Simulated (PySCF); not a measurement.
**The bond of SiH+, level by level**

Aim: find the lowest electronic state of SiH+, scan its bond at several levels of theory, and get bond length, wavenumber and dissociation energy from each curve.

Program: PySCF 2.14.0. Level of theory: Si jorge-DZP-DKH, H jorge-DZP-DKH, spin-free X2C with a Gaussian nucleus. These are calculated values, not measurements.

## (1) Set-up

The job is set up so:

- atoms: Si, H
- charge: 1
- basis: Si jorge-DZP-DKH, H jorge-DZP-DKH
- Hamiltonian: spin-free X2C with a Gaussian nucleus
- basis functions: 29
- electrons treated: 14
- masses in u: 27.9769, 1.0078
- levels: PBE0, PBE, r²SCAN, LDA, PW91, revPBE, CAM-B3LYP, HF, MP2, SCS-MP2, CCSD, CCSD(T)
- grid: 80 radial by 434 angular points
- occupations: held fixed by the projection of orbital angular momentum
- dissociation limit: Si+ + H, each in its ground configuration
- starting distance in angstrom: 1.535
- values of 2S to try: 0, 2

Run with:

```sh
$ OMP_NUM_THREADS=1 python dia.py task.json out
```

The runs that follow: First curve: PBE0; Higher solutions at PBE0; PBE (GGA); r²SCAN (meta-GGA); LDA; PW91; revPBE (GGA); CAM-B3LYP (range-separated hybrid); RHF (mean field); Adding correlation.

**Question.** What will these runs give? Wanted: for each run, Re; ωe; De; μ.

As calculated:

Lowest PBE0 solution found, without spin–orbit coupling: ¹Σ⁺ (singlet), closed shell. State 2 has its PBE0 minimum 1.97 eV higher. The other levels ran on the lowest alone.

```csv
level,Re (Å),ωe (cm⁻¹),De (eV),μ (D)
RHF,1.508,2252,2.33,0.58
RHF-MP2,1.512,2203,2.95,n/a
RHF-SCS-MP2,1.512,2196,3.05,n/a
RHF-CCSD,1.518,2143,3.10,n/a
RHF-CCSD(T),1.519,2133,3.11,n/a
LDA,1.553,2010,3.58,0.49
PBE,1.548,2028,3.18,0.44
revPBE,1.548,2031,3.14,0.44
PW91,1.545,2035,3.20,0.44
r²SCAN,1.530,2097,3.17,0.50
PBE0,1.532,2112,3.15,0.49
CAM-B3LYP,1.525,2130,3.23,0.47
```

De is counted to Si+ + H in their ground configurations. A positive dipole points from Si to H; in an ion it is taken about the centre of mass and does not tell which atom is negative.

Differences from CCSD(T) in the same basis:

```csv
level,Re (mÅ),ωe (%)
RHF,-12,+5.6
RHF-MP2,-7,+3.3
RHF-SCS-MP2,-7,+2.9
RHF-CCSD,-1,+0.4
LDA,+34,-5.8
PBE,+29,-4.9
revPBE,+29,-4.8
PW91,+26,-4.6
r²SCAN,+11,-1.7
PBE0,+13,-1.0
CAM-B3LYP,+6,-0.1
```

**Reading.** Against CCSD(T) in the same basis, the bond length is nearest at RHF-CCSD (-1 mÅ) and farthest at LDA (+34 mÅ); the wavenumber is nearest at CAM-B3LYP (-0.1 %) and farthest at LDA (-5.8 %). Hartree–Fock falls on the short and stiff side, its usual fault. PBE has the long and soft bond that GGAs tend to give. CCSD(T) in a basis this small is itself some way from its limit, more so than the functionals. Of the levels with a De here, RHF gives the least (2.33 eV) and LDA the most (3.58 eV).

Correlated steps freeze 5 core orbitals.
